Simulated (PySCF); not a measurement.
## Argon: a sound run and one with changed settings

Sound run: Ar [Ar], Ar⁺ [Ne] 3s2 3p5. Computed with PySCF 2.14 in cc-pVTZ-DK (5s4p2d1f, 34 functions), with scalar relativity by spin-free X2C-1e. In the sound run the correlated levels freeze [Ne]. The sound run starts from symmetry-adapted Hartree-Fock orbitals and uses a fine grid where one is needed.

Changed run: basis STO-3G, all-electron and non-relativistic. This setting is unsound on purpose.

| species | method | sound run (hartree) | changed run (hartree) | converged |
| --- | --- | --- | --- | --- |
| Ar | UHF | -528.62142 | -521.22288 | yes |
| Ar | M06-2X | -529.36606 | -521.87620 | yes |
| Ar | B3LYP | -529.38055 | -521.84571 | yes |
| Ar | MP2 | -528.82753 | -521.22288 | yes |
| Ar⁺ | UHF | -528.08649 | -520.72694 | yes |
| Ar⁺ | M06-2X | -528.78658 | -521.33329 | yes |
| Ar⁺ | B3LYP | -528.80083 | -521.30825 | yes |
| Ar⁺ | MP2 | -528.25189 | -520.72694 | yes |

Ionisation energy of Ar:

```csv
method,sound run (eV),changed run (eV)
UHF,14.556,13.495
M06-2X,15.768,14.773
B3LYP,15.775,14.625
MP2,15.664,13.495
SCS-MP2,15.561,13.495
```

A minimal basis cannot let orbitals breathe on ionisation and holds almost no correlation. The Hamiltonian changed with the basis, so the totals do not compare.

For comparison, NIST gives 15.760 eV between the lowest levels.
